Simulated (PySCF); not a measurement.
Compound: C2H6S.
Z-matrix (Å and degrees, PBE0-D3(BJ)/def2-SVP geometry), rows numbered from 1:
```
C 
S   1  1.8025
C   2  1.8022  1   99.63
H   1  1.1012  2  111.61  3    61.62
H   1  1.0991  2  107.08  3  -179.78
H   1  1.1012  2  111.60  3   -61.18
H   3  1.0991  2  107.07  1   179.84
H   3  1.1013  2  111.62  1   -61.54
H   3  1.1012  2  111.60  1    61.26
```

Method: TDDFT CAM-B3LYP/def2-SVPD, vertical, gas phase, core orbitals frozen in the response in PySCF 2.14.0, density-fitted response routines.

Frontier orbitals with the atoms that hold most of them (Löwdin shares over 4%, at most four atoms; ? is withheld):

| orbital | ε (eV) | atoms |
| --- | --- | --- |
| HOMO-3 | -12.92 | C1 26%, C3 26%, H4 10%, H9 10% |
| HOMO-2 | -11.67 | C3 26%, C1 26%, S2 20%, H7 11% |
| HOMO-1 | -10.25 | S2 60%, C1 15%, C3 15% |
| HOMO | -7.65 | ? |
| LUMO | 1.35 | S2 35%, C3 13%, C1 13%, H8 8% |
| LUMO+1 | 1.38 | S2 63%, C1 7%, C3 7%, H5 5% |
| LUMO+2 | 1.84 | S2 78%, C3 5%, C1 5%, H5 4% |

(1) Give the leading atoms of the HOMO.

(2) The HOMO–LUMO gap is 9.01 eV. Where does the response calculation put the lowest singlet, and from which orbitals?

Answers

(1) S2 (bonded to 2 C) 70%; C3 (bonded to S and 3 H) 10%; C1 (bonded to S and 3 H) 10%. By element: sulfur 70%, carbon 21%.

(2) S1 is at 5.46 eV (f = 0.0000), 3.55 eV below the gap, made of HOMO→LUMO+1 (83%), HOMO→LUMO+6 (14%). Without the coupling terms of the response equations the lowest excitation would equal the gap.

Next come S2 at 5.95 eV (f 0.015), HOMO→LUMO (84%), HOMO→LUMO+2 (12%); S3 at 6.40 eV (f 0.018), HOMO→LUMO+2 (82%), HOMO→LUMO (14%); S4 at 6.97 eV (f 0.057), HOMO→LUMO+3 (99%); S5 at 7.34 eV (f 0.0015), HOMO→LUMO+4 (89%).
